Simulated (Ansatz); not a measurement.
# C₄H₆, singlet: the ladder up to RCCSDTQ

Geometry: MP2(full)/6-31G*, from the G2/97 set.

```yaml
atoms:
  - { symbol: C, position_ang: [0.6057, 1.7466, 0.0000] }
  - { symbol: C, position_ang: [0.6057, 0.4041, 0.0000] }
  - { symbol: C, position_ang: [-0.6057, -0.4041, 0.0000] }
  - { symbol: C, position_ang: [-0.6057, -1.7466, 0.0000] }
  - { symbol: H, position_ang: [1.5276, 2.3174, 0.0000] }
  - { symbol: H, position_ang: [-0.3211, 2.3131, 0.0000] }
  - { symbol: H, position_ang: [1.5535, -0.1336, 0.0000] }
  - { symbol: H, position_ang: [-1.5535, 0.1336, 0.0000] }
  - { symbol: H, position_ang: [0.3211, -2.3131, 0.0000] }
  - { symbol: H, position_ang: [-1.5276, -2.3174, 0.0000] }
```

Basis STO-3G; Ansatz 0.2.0. Only valence electrons are correlated (noble-gas cores frozen), which leaves 22 electrons in 22 orbitals. Prefix R: restricted or restricted open-shell reference; prefix U: unrestricted. Active spaces: frontier = (8e, 8o) about the gap.

Full CI isn't at hand for all of this; RCCSDTQ serves as the reference, and is uncertain by about the last step of the cluster series. The frozen core follows each run's orbitals, which can shift R against U totals by a few meV.

Unrestricted rows (U) aren't spin-pure: their determinants' ⟨S²⟩ exceeds S(S+1) by up to 0.78, so they mix in states of higher spin.

The UHF ⟨S²⟩ is 0.778. The T1 diagnostic (RCCSD) is 0.0017 and the largest doubles amplitude (RCCSD) is 0.196.

```
                      level  E − E(RCCSDTQ) (meV)  share of correlation (%)       wall time
                        RHF                  8457                      0.00               –
                        UHF                  7886                      6.75               –
                       RMP2                  1931                     77.17               –
                       UMP2                  2960                     65.00               –
                       CISD                  1198                     85.83           1.1 s
                      RCCSD                   111                     98.69               –
                      UCCSD                   237                     97.20               –
                   RCCSD(T)                    33                     99.61          0.34 s
                   UCCSD(T)                   104                     98.77           1.4 s
                    BCCD(T)                    33                     99.62          0.46 s
                     RCCSDT                    21                     99.76               –
                     UCCSDT                    34                     99.60               –
                     CISDTQ                   103                     98.78     77 s (H100)
                  RCCSDT(Q)                     0                    100.00           2.5 s
                  UCCSDT(Q)                     3                     99.97            12 s
                    UCCSDTQ                     2                     99.98  2.8 min (H100)
    CASSCF (frontier space)                  4699                     44.44               –
    NEVPT2 (frontier space)                  1354                     84.00           4.1 s
NEVPT4(SD) (frontier space)                   164                     98.06           5.5 s
    MRCISD (frontier space)                   368                     95.64               –
  MRCISD+Q (frontier space)                    11                     99.87           6.5 s
```

The correlation energy at RCCSDTQ, counted from RHF, is -8.457 eV. That run took 9.5 s on 2 threads of AMD EPYC 7R13 with a shared H100 80 GB, shared host.

Times hold each run's SCF and search for its determinant on a shared host, so for small cases they say little of a method's own cost; rows without a card ran on 1 thread of AMD EPYC 7R13.

Atomization energy (electronic, same basis, no zero-point term; atoms at the same level, unrestricted beside the R rows where the molecule is a closed shell, with restricted open-shell steps beyond CCSDT(Q)) at RCCSDTQ: 4342.5 kJ/mol. Errors of other levels:

| level | error (kJ/mol) |
| --- | --- |
| RHF | -603.6 |
| UHF | -548.5 |
| RMP2 | -77.3 |
| UMP2 | -176.6 |
| CISD | -115.6 |
| RCCSD | -10.7 |
| UCCSD | -22.9 |
| RCCSD(T) | -3.2 |
| UCCSD(T) | -10.0 |
| BCCD(T) | -3.2 |
| RCCSDT | -2.0 |
| UCCSDT | -3.3 |
| CISDTQ | -10.0 |
| RCCSDT(Q) | -0.1 |
| UCCSDT(Q) | -0.3 |
| UCCSDTQ | -0.2 |

This basis is far from its limit, so the value isn't to be set against a measured one. Truncated CI isn't size-consistent, which counts against it in atomization.
